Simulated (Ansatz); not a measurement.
Harmonic frequencies (cm⁻¹) at PBE0-D4/def2-TZVPD from Ansatz: 2674.

(1) Which molecule is it?
A. `[SH-]`
B. `[C-]#N`
C. `C[OH2+]`
D. `F[B-](F)(F)F`

Results:

(1) A.
